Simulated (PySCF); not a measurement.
C6H9 (doublet state).
SMILES with atom numbers: `[CH:1]=[C:2]=[C:3]([CH3:4])[CH2:5][CH3:6]` (hydrogens: H7 on C1; H8, H9, H10 on C4; H11, H12 on C5; H13, H14, H15 on C6)

Geometry (GFN2-xTB, Å), atoms numbered from 1 in this order:
```xyz
15
C6H9 angstrom
C     -1.2112    2.6067    0.1060
C     -0.9104    1.4293    0.0476
C     -0.5812    0.1066   -0.0284
C     -1.2776   -0.8965    0.8261
C      0.5162   -0.3476   -0.9359
C      1.8504   -0.4929   -0.1896
H     -1.4713    3.6209    0.1576
H     -2.0568   -0.4274    1.4222
H     -0.5720   -1.3869    1.5017
H     -1.7268   -1.6786    0.2089
H      0.2519   -1.3159   -1.3717
H      0.6456    0.3741   -1.7458
H      1.7622   -1.2190    0.6153
H      2.6281   -0.8270   -0.8727
H      2.1485    0.4622    0.2368
```

The hyperfine couplings belong to this conformer and change with its torsions.

Method used: UKS B3LYP, pcH-1 on C H, non-relativistic, mean-field spin-orbit, GIAO (PySCF). One conformer (not necessarily the lowest) at the GFN2-xTB geometry, without solvent, vibrations or thermal averaging. Couplings are sensitive to structure, and on GFN2-xTB geometries they can be far from those on DFT ones. The SCF solution wasn't tested for stability.

Question: The isotropic 13C couplings are +68.7, -64.4, +49.8, +42.4, -27.5, -25.4 MHz. Assign them to C1; C2; C3; C4; C5; C6.

Answer: 
| site | a_iso (MHz) | ρ(0) (bohr⁻³) | position | distance from C3 (Å) | spin population | largest \|T\| (MHz) |
| --- | --- | --- | --- | --- | --- | --- |
| C1 | +42.4 | +0.0378 | a main spin site | 2.58 | +0.53 | 74.3 |
| C2 | -64.4 | -0.0573 | 1 bond from C1 | 1.37 | -0.25 | 21.7 |
| C3 | +68.7 | +0.0611 | largest spin population | 0.00 | +0.73 | 123.2 |
| C4 | -27.5 | -0.0245 | 1 bond from C3 | 1.49 | -0.06 | 1.5 |
| C5 | -25.4 | -0.0226 | 1 bond from C3 | 1.49 | -0.06 | 1.4 |
| C6 | +49.8 | +0.0443 | 2 bonds from C3 | 2.51 | +0.03 | 7.7 |

Question: The isotropic 1H couplings, averaged over equivalent nuclei, are +52.9, -40.2, +24.0, +0.8 MHz. Assign them to H7; H8/H9/H10; H11/H12; H13/H14/H15.

Answer: 
```tsv
site	a_iso (MHz)	ρ(0) (bohr⁻³)	position	distance from C3 (Å)	bound to	spin population there	largest |T| (MHz)
H7	-40.2	-0.0090	1 bond from C1	3.63	C1	+0.53	20.3
H8/H9/H10	+52.9	+0.0118	2 bonds from C3	2.14	C4	-0.06	6.3
H11/H12	+24.0	+0.0054	2 bonds from C3	2.13	C5	-0.06	6.4
H13/H14/H15	+0.8	+0.0002	3 bonds from C3	2.99	C6	+0.03	4.6
```

ρ(0) is the spin density at the nucleus and T the dipolar tensor; entries for several nuclei are means. Largest spin populations (Mulliken): C3 (+0.73), C1 (+0.53), C2 (-0.25) and C4 (-0.06). The angles at C3 add up to 360.0°, so it is planar. Main spin sites, with 60 % or more of the largest population: C1, C3; positions count bonds from the nearest.

Means are taken over nuclei equivalent by connectivity, which assumes that they swap fast. The three 1H nuclei of mean +52.9 MHz run from 2.5 to 83.9 MHz in the frozen geometry. The three 1H nuclei of mean +0.8 MHz run from -2.9 to 8.2 MHz in the frozen geometry. The 1H value of +24.0 MHz is a mean of couplings from 16.1 to 31.9 MHz in this one geometry, not an average over conformers.

C1, the radical centre as drawn in `[CH]=C=C(C)CC`, holds a spin population of +0.53 out of 1.
